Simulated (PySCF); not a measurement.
Method: PySCF energies plus ideal-gas RRHO corrections (1 bar). 'Table' is the NASA 1993 thermochemical table (part measured, part estimated). All species are closed-shell singlets. The harmonic model lacks anharmonicity and excited electronic states, which grow with temperature; levels with a mode under 35 cm⁻¹ are left out. The table's entry may be an old estimate for CHF3 (not checked at source).

Harmonic frequencies at PBE/def2-SVP (cm⁻¹): 493, 494, 684, 1119, 1140, 1140, 1354, 1354, 3016. Point group C3v; S°(298 K) = 260.3 J/mol/K at this level.

Work out Cp and S° of gaseous CHF3 at 500, 800, 1200, 1600, 2000 K from these, and set them beside the table.


```json
[
 {"T (K)": "500", "Cp PBE/def2-SVP": "69.9", "Cp table": "69.3", "S° PBE/def2-SVP": "291.6", "S° table": "290.7"},
 {"T (K)": "800", "Cp PBE/def2-SVP": "85.5", "Cp table": "85.2", "S° PBE/def2-SVP": "328.3", "S° table": "327.2"},
 {"T (K)": "1200", "Cp PBE/def2-SVP": "95.2", "Cp table": "94.5", "S° PBE/def2-SVP": "365.0", "S° table": "363.8"},
 {"T (K)": "1600", "Cp PBE/def2-SVP": "99.9", "Cp table": "99.5", "S° PBE/def2-SVP": "393.1", "S° table": "391.7"},
 {"T (K)": "2000", "Cp PBE/def2-SVP": "102.5", "Cp table": "102.6", "S° PBE/def2-SVP": "415.7", "S° table": "414.3"}
]
```
Units J/mol/K.
